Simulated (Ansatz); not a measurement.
This script makes a ladder of basis sets of AlN with Ansatz 0.2.0 through its Python package.

`basis_aln.py`:
```python
"""How the energy of AlN converges with the basis."""

import logging
import sys

import ansatz

logging.basicConfig(stream=sys.stdout, format="%(levelname)s %(message)s")
logger = logging.getLogger("run")
logger.setLevel(logging.INFO)

params = {
    "xc": "hf",
}

mol = (
    ansatz.Crystal.molecule()
    .atom("Al", (0.0, 0.0, 0.0))
    .atom("N", (0.0, 0.0, 1.85))
)

model = (
    mol.calculation()
    .functional(params["xc"])
    .spin("collinear", total=2)
)

energies = {}
for basis in ["cc-pVDZ", "cc-pVTZ"]:
    rep = model.basis(gaussian=basis).run(threads=1, pin="off").report
    size = rep["n_frozen"] + rep["n_occupied"][0] + rep["n_virtual"][0]
    energies[basis] = (rep["reference_energy_ev"] / 27.211386246, rep["free_energy_ev"] / 27.211386246)
    logger.info(f"{basis:14s} {size:4d} orbitals  reference {energies[basis][0]:14.6f} Ha  total {energies[basis][1]:14.6f} Ha")

last = energies["cc-pVTZ"][1]
for basis, (_, total) in energies.items():
    logger.info(f"{basis:14s} lies {27.211386 * (total - last):9.4f} eV above cc-pVTZ")
```

How far does the total energy move along this ladder of basis sets?

Against cc-pVDZ: cc-pVTZ -26.3 mHa. The last step alone is -26.28 mHa. From the first set to the last the time grows from 0.7 to 2.6 s.

The run itself:

Running `python basis_aln.py` prints:
```text
INFO cc-pVDZ          32 orbitals  reference    -296.289720 Ha  total    -296.289720 Ha
INFO cc-pVTZ          64 orbitals  reference    -296.316002 Ha  total    -296.316002 Ha
INFO cc-pVDZ        lies    0.7152 eV above cc-pVTZ
INFO cc-pVTZ        lies    0.0000 eV above cc-pVTZ
```

Notes:
- The drop along the ladder measures the basis error, and is no property of the molecule.
- The geometry is a force-field or estimated start, not a minimum of this method, and the last set is no limit. Much of the fall in a total is atomic energy, which cancels in bond and reaction energies.
- The species is open-shell (spin multiplicity 3).
- The expectation value of S² is noticeably off S(S+1) in at least one run, so that state is spin-contaminated.
- For Al to Cl the sets with a tight d function, cc-pV(X+d)Z, are usual.
- The spin state was assumed, and another may lie lower.
- The whole script took 3.7 s on 1 thread of Arm Neoverse V1 (shared host), peak memory 0.18 GiB.

(Lines on the test bed's own set-up are left out of the output.)
